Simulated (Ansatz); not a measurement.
Results of rVV10 (PAW; Ansatz, a first-principles code) for rock-salt BaTe.

Run with plane-wave cutoff 520 eV, 8×8×8 k mesh, Fermi–Dirac smearing 0.01 eV, scalar-relativistic PAW data made under PBE.

Pressure at four volumes; x = ln(V/43.833 Å³). One pressure is withheld.

```
V (Å³/atom)        x  P (GPa)
-----------  -------  -------
41.203       -0.0619    2.220
43.833        0.0000    0.001
45.586        0.0392   -1.126
46.463        0.0583        ?
```

### Question
Pass a parabola P(x) through the three rows shown, estimate the bulk modulus and its pressure derivative near zero pressure, and predict the withheld pressure.

### Answer
Slopes between the rows: (0.001 − (2.220))/(0.0000 − (-0.0619)) = -35.85 and (-1.126 − (0.001))/(0.0392 − (0.0000)) = -28.75 GPa. Their difference over the span 0.1011 is c = 7.10/0.1011 = 70.2 GPa, so P(x) = 2.220 + (-35.85)(x − (-0.0619)) + 70.2 (x − (-0.0619))(x − (0.0000)). At the middle row B = −dP/dx = −[-35.85 + 70.2 × 0.0619] = 31.5 GPa, and B′ = dB/dP = 2c/B = 4.5. At x = 0.0583 the parabola gives -1.597 GPa; the run gives -1.605 GPa. The Birch–Murnaghan fit to the energies at all volumes has B0 = 31.3 GPa and B′ = 4.4.

Spin–orbit coupling is not included.
